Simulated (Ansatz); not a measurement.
# C3H2S: one structure at several levels

A test off equilibrium: a structure displaced at random from a GFN2-xTB minimum is computed at several levels, and each is set against CCSD(T).

The runs use Ansatz 0.2.0, Gaussian basis; single points in def2-TZVPP.

Cores are frozen in the correlated methods.

## (1) Where the work starts

6 atoms, charge 0, spin multiplicity 1.

Atoms are counted from 1 here; the program's logs count them from 0.

Bond lengths: C1–C2 1.382 Å, C1–C4 1.379 Å, C2–S3 1.941 Å, C2–H5 1.064 Å, S3–C4 1.954 Å, C4–H6 1.085 Å. Angles: C2–C1–C4 133.6°, C1–C2–S3 72.7°, C1–C2–H5 135.9°, S3–C2–H5 126.4°, C2–S3–C4 81.3°, C1–C4–S3 72.3°, C1–C4–H6 138.8°, S3–C4–H6 124.4°.

Coordinates:

```xyz
6
C3H2S
C     0.57440    0.31800    0.18590
C     0.69880   -0.37420   -1.00410
S    -1.11690   -0.63710   -0.37110
C    -0.46710    0.51420    1.06770
H     1.34860   -1.12450   -1.38640
H    -1.02980    1.33630    1.49730
```

## (2) CCSD(T)/def2-TZVPP

run/in.yaml reads:

```yaml
crystal:
  periodic: [false, false, false]
  atoms:
    - {symbol: C, position_ang: [0.574400, 0.318000, 0.185900]}
    - {symbol: C, position_ang: [0.698800, -0.374200, -1.004100]}
    - {symbol: S, position_ang: [-1.116900, -0.637100, -0.371100]}
    - {symbol: C, position_ang: [-0.467100, 0.514200, 1.067700]}
    - {symbol: H, position_ang: [1.348600, -1.124500, -1.386400]}
    - {symbol: H, position_ang: [-1.029800, 1.336300, 1.497300]}
basis:
  gaussian: {orbitals: def2-TZVPP}
correlation: {method: ccsd_t}
output: {forces: true}
```

No record of the launch command was kept for these runs.

## (3) PBE0-D4/def2-TZVPP

run/in.yaml, as its differences from that of step 2:

```diff
@@ -11,3 +11,3 @@
   gaussian: {orbitals: def2-TZVPP}
-correlation: {method: ccsd_t}
-output: {forces: true}
+hamiltonian: {xc: pbe0, dispersion: d4}
+output: {forces: true, orbitals: {seedname: orbitals}}
```

## (4) wB97M-V/def2-TZVPP

run/in.yaml, as its differences from that of step 3:

```diff
@@ -11,3 +11,3 @@
   gaussian: {orbitals: def2-TZVPP}
-hamiltonian: {xc: pbe0, dispersion: d4}
-output: {forces: true, orbitals: {seedname: orbitals}}
+hamiltonian: {xc: {name: wB97M-V}}
+output: {forces: true}
```

## (5) r2SCAN-D4/def2-TZVPP

run/in.yaml, as its differences from that of step 4:

```diff
@@ -11,3 +11,3 @@
   gaussian: {orbitals: def2-TZVPP}
-hamiltonian: {xc: {name: wB97M-V}}
+hamiltonian: {xc: r2scan, dispersion: d4}
 output: {forces: true}
```

## (6) PBE-D4/def2-TZVPP

run/in.yaml, as its differences from that of step 5:

```diff
@@ -11,3 +11,3 @@
   gaussian: {orbitals: def2-TZVPP}
-hamiltonian: {xc: r2scan, dispersion: d4}
+hamiltonian: {xc: pbe, dispersion: d4}
 output: {forces: true}
```

## (7) B97M-V/def2-TZVPP

run/in.yaml, as its differences from that of step 6:

```diff
@@ -11,3 +11,3 @@
   gaussian: {orbitals: def2-TZVPP}
-hamiltonian: {xc: pbe, dispersion: d4}
+hamiltonian: {xc: {name: B97M-V}}
 output: {forces: true}
```

## (8) wB97X-V/def2-TZVPP

run/in.yaml, as its differences from that of step 7:

```diff
@@ -11,3 +11,3 @@
   gaussian: {orbitals: def2-TZVPP}
-hamiltonian: {xc: {name: B97M-V}}
+hamiltonian: {xc: {name: wB97X-V}}
 output: {forces: true}
```

(Steps that only read results are left out.)

What does the calculation give? Wanted: energy less free atoms, CCSD(T)/def2-TZVPP; RMS force component; RMS force error; HOMO and LUMO, PBE0-D4; T1 diagnostic.

As calculated:

```
                                  quantity                                                                                          value
energy less free atoms, CCSD(T)/def2-TZVPP                                                                                     -22.760 eV
                       RMS force component                                                           1.054 to 1.428 eV/Å over the methods
                           RMS force error  PBE0-D4 0.383, wB97M-V 0.360, r2SCAN-D4 0.229, PBE-D4 0.141, B97M-V 0.314, wB97X-V 0.406 eV/Å
                    HOMO and LUMO, PBE0-D4                                                                             -6.35 and -2.42 eV
                             T1 diagnostic                                                                                          0.018
```

**Reading.** Against CCSD(T) the functionals' energies less atoms differ by -2.477 to -0.730 eV, PBE-D4 by -2.477 eV. The reference is not at the basis limit: in triple zeta CCSD(T) underbinds, which counts against methods that bind more; the gaps are no ranking. On forces the order runs from PBE-D4 to wB97X-V. Frozen-core CCSD(T) forces in triple zeta carry basis errors of their own, and this is one geometry, so small gaps rank nothing.
